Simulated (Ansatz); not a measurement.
# H3O+ (oxonium): levels of theory compared

Wanted: a comparison of 6 runs (HF/3-21G, UPBE/6-31G, RPA@PBE/6-31G, CCSDT/6-31G, CCSD(T)/6-31G, FCI/3-21G) of H3O+ (oxonium). 

The calculation is run with Ansatz 0.2.0.

## 1. The structure to begin with

H3O+ has 4 atoms, charge +1, and is taken as a singlet. As SMILES, `[OH3+]`. The H4–O1 distance was set to 2.446 Å, away from the relaxed value. At this shape a bond of the SMILES string is far longer than usual.

Bond lengths: O1–H2 0.978 Å, O1–H3 0.978 Å. Angles: H2–O1–H3 113.0°.

## 2. The energy at HF/3-21G (run 1)

job.yaml reads:

```yaml
crystal:
  periodic: [false, false, false]
  atoms:
    - symbol: O
      position_ang: [0.443140, 0.598439, -1.339457]
    - symbol: H
      position_ang: [0.480230, 1.573579, -1.271557]
    - symbol: H
      position_ang: [-0.147720, 0.286849, -2.054077]
    - symbol: H
      position_ang: [0.007860, -0.493450, 0.805020]
basis:
  gaussian: {orbitals: 3-21G.json}
total_charge: 1
hamiltonian: {xc: hf}
accuracy: high
```

The basis set 3-21G is read from a file made from the Basis Set Exchange's data (not shown).

Launch:

```sh
$ ansatz run job.yaml --threads 1 --pin off --max-ram 3480MiB --events-out events.jsonl --progress --plain --runs-dir runs
```

Output:

```text
Warning: RAYON_NUM_THREADS=1 ignored (pool sized by the plan → 1); use --threads N
Functional definition: HF
  name "HF"
  exchange = exact_x
  correlation = 0
226 factors; integrals over basis functions are off by at most 6.9e-9 eV
mean field evaluation 1: about -2051.3853 eV, gradient 6.7e1 eV
mean field evaluation 2: about -2051.3811 eV, gradient 6.7e1 eV
mean field evaluation 4: about -2058.2265 eV, gradient 1.1e1 eV
mean field evaluation 8: about -2058.5111 eV, gradient 1.8e-1 eV
mean field evaluation 16: about -2058.5120 eV, gradient 3.0e-8 eV
mean field -2058.51203072 eV, -75.6489218193 hartree, gradient 3.0e-8 eV, S^2 0.000000; 0 other end points of the search recorded, 0 dependent functions left out
reference -2058.51203072 eV, -75.6489218193 hartree; 5, 5 occupied and 10, 10 virtual orbitals, 226 factors
Total energy: -2058.51203072 eV, -75.6489218193 hartree
```

It took 0.04 s on 1 thread of Arm Neoverse V2, shared host.

## 3. A single-point energy at UPBE/6-31G (run 2)

molecule.yaml reads:

```yaml
crystal:
  periodic: [false, false, false]
  atoms:
    - {symbol: O, position_ang: [0.443140, 0.598439, -1.339457]}
    - {symbol: H, position_ang: [0.480230, 1.573579, -1.271557]}
    - {symbol: H, position_ang: [-0.147720, 0.286849, -2.054077]}
    - {symbol: H, position_ang: [0.007860, -0.493450, 0.805020]}
basis:
  gaussian:
    orbitals: 6-31G
total_charge: 1
magnetization:
  spin_polarized: true
  initial_magnetization: 0
accuracy: high
hamiltonian:
  xc: pbe
```

Launch:

```sh
$ ansatz run molecule.yaml --threads 1 --pin off --max-ram 3480MiB --events-out events.jsonl --progress --plain --runs-dir runs
```

Output:

```text
Warning: RAYON_NUM_THREADS=1 ignored (pool sized by the plan → 1); use --threads N
Functional definition: PBE
  name "PBE"
  parameter kappa = 0.804
  parameter beta = 0.06672455060314922
  exchange = pbe_x(kappa = kappa, mu = beta*pi^2/3)
  correlation = pbe_c(beta = beta)
281 factors; integrals over basis functions are off by at most 8.8e-9 eV
mean field evaluation 1: about -2056.5822 eV, gradient 7.6e1 eV
mean field evaluation 2: about -1979.4557 eV, gradient 1.2e2 eV
mean field evaluation 4: about -2051.9068 eV, gradient 4.8e1 eV
mean field evaluation 8: about -2074.8674 eV, gradient 2.7e1 eV
mean field evaluation 16: about -2079.1413 eV, gradient 1.4e-5 eV
mean field evaluation 32: about -2079.4577 eV, gradient 2.3e-8 eV
mean field -2079.45765328 eV, -76.4186592510 hartree, gradient 3.1e-8 eV, S^2 0.436458; 2 other end points of the search recorded, 0 dependent functions left out
reference -2079.45765506 eV, -76.4186593164 hartree; 5, 5 occupied and 10, 10 virtual orbitals, 281 factors
Total energy: -2079.45765506 eV, -76.4186593164 hartree
```

Run time: 1.8 s. Hardware: 1 thread of Arm Neoverse V2, shared host; peak memory 0.092 GiB.

Runs 3 to 5 aren't shown in full; the table further down has their settings and results.

## 4. The energy at FCI/3-21G (run 6)

in.yaml reads:

```yaml
crystal:
  periodic: [false, false, false]
  atoms:
    - symbol: O
      position_ang: [0.443140, 0.598439, -1.339457]
    - symbol: H
      position_ang: [0.480230, 1.573579, -1.271557]
    - symbol: H
      position_ang: [-0.147720, 0.286849, -2.054077]
    - symbol: H
      position_ang: [0.007860, -0.493450, 0.805020]
basis:
  gaussian:
    orbitals: 3-21G.json
total_charge: 1
correlation:
  method: fci
  frozen_orbitals: {H: 0, O: 1}
accuracy: high
```

The basis set 3-21G is read from a file made from the Basis Set Exchange's data (not shown).

Launch:

```sh
$ ansatz run in.yaml --threads 1 --pin off --max-ram 3480MiB --events-out events.jsonl --progress --plain --runs-dir runs
```

Output, cut to the lines that bear on the results:

```text
Warning: RAYON_NUM_THREADS=1 ignored (pool sized by the plan → 1); use --threads N
[... 2 set-up lines as earlier in the session ...]
[...]
226 factors; integrals over basis functions are off by at most 6.9e-9 eV
[...]
mean field -2058.51203072 eV, -75.6489218193 hartree, gradient 3.0e-8 eV, S^2 0.000000; 0 other end points of the search recorded, 0 dependent functions left out; unrestricted orbitals would lower it
unrestricted determinant -2059.99397103 eV, -75.7033821212 hartree, S^2 0.9663
1 core orbitals not correlated: weight in the atoms' cores, before any rotation towards them, 1.000 or more for the frozen orbitals, at most 0.000 for the correlated occupied ones
reference -2058.51203072 eV, -75.6489218193 hartree; 4, 4 occupied and 10, 10 virtual orbitals, 226 factors
state -2063.20031274 eV, -75.8212130059 hartree
Total energy: -2063.20031274 eV, -75.8212130059 hartree
```

Run time: 3.6 s. Hardware: 1 thread of Arm Neoverse V2, shared host; peak memory 0.14 GiB.

## 5. The series

```csv
run,level,frozen core orbitals,energy (Eh),wall time
1,HF/3-21G,–,-75.648922,0.04 s
2,UPBE/6-31G,–,-76.418659,1.8 s
3,RPA@PBE/6-31G,1,-76.301083,0.74 s
4,CCSDT/6-31G,1,-76.210520,0.22 s
5,CCSD(T)/6-31G,1,-76.217222,0.1 s
6,FCI/3-21G,1,-75.821213,3.6 s
```

## 6. Summary of results

| quantity | value |
| --- | --- |
| run 6: total energy | -75.82121 Eh |
| run 6: correlation energy (1 core orbital frozen) | -172.3 mEh |

**Reading.** Against full CI in this basis: HF +172.3 mEh. In run 5 the T1 diagnostic is large, so a single reference may not serve. In runs 3, 4, 5 the log says that unrestricted orbitals would lower the reference, so the values rest on an unstable closed-shell determinant (other closed-shell runs at this shape may share the fault). Spin contamination of the reference: run 2 ⟨S²⟩ = 0.44. All runs together took 6.5 s, the longest 3.6 s.
